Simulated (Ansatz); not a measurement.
Geometry optimisation, RKS revPBE-D4/def2-mTZVP in Ansatz 0.2.0.

The input (input.yaml):

```yaml
crystal:
  periodic: [false, false, false]
  atoms:
    - { symbol: B, position_ang: [0.155153, 0.567326, -0.362999] }
    - { symbol: H, position_ang: [0.059923, -0.248355, 1.889231] }
    - { symbol: Cl, position_ang: [1.595303, -0.29897, -0.850276] }
    - { symbol: H, position_ang: [-0.9196, 0.064837, -0.445499] }
    - { symbol: Cl, position_ang: [0.267845, 2.308617, 0.167881] }
    - { symbol: H, position_ang: [0.079376, 0.458246, 1.956363] }
basis:
  gaussian: { orbitals: def2-mTZVP }
hamiltonian:
  xc: revpbe
  dispersion: d4
relax:
  f_tol: 0.03
  max_steps: 50
```

Command:

```bash
$ ansatz run input.yaml --threads 1 --pin off --max-ram 2048MiB --backend cpu --events-out ev --progress --plain --runs-dir out
```

Where does it end, and by what steps?

It converged. The force dipped under the threshold on the way, but the program's further checks kept it going. After 12 steps the energy has fallen by 0.227 eV; H6 moved furthest, 0.78 Å.

```csv
step,energy less start (eV),largest force component (eV/Å),accepted
0,0.0000,1.570,yes
1,-0.1527,0.732,yes
2,-0.1970,0.455,yes
3,-0.2122,0.349,yes
4,-0.2205,0.229,yes
5,-0.2220,0.329,yes
6,-0.2236,0.159,yes
7,-0.2264,0.005,yes
8,-0.2269,0.053,yes
9,-0.2270,0.065,yes
10,-0.2271,0.039,yes
11,-0.2271,0.036,no
12,-0.2272,0.006,yes
```

```xyz
6
Properties=species:S:1:pos:R:3
B 0.158 0.737 -0.724
H 0.128 -0.522 2.535
Cl 1.593 -0.228 -1.032
H -0.917 0.231 -0.807
Cl 0.288 2.437 -0.299
H -0.012 0.197 2.682
```

Whether the end is a true minimum wasn't checked by a vibrational analysis.

Time of the run: 23 s on 1 thread of Arm Neoverse V1, on a shared host, peak memory 0.12 GiB.
